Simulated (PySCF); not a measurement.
All values below come from PBE0-D3(BJ)/def2-TZVP (PySCF). Isolated molecules, 0 K electronic values unless said otherwise. 

Reference species (SMILES): `F[C](F)F` (neutral, multiplicity 2).

```
Quantity                         Result
-----------------------------  --------
highest occupied spin orbital  -7.90 eV
```

Changed species: `[Cl]` (radical fragment; the reference has radical fragment).

Problem. Predict the effect on the highest occupied spin orbital.

Solution. the highest occupied spin orbital decreases by 1.64 eV, to -9.54 eV.
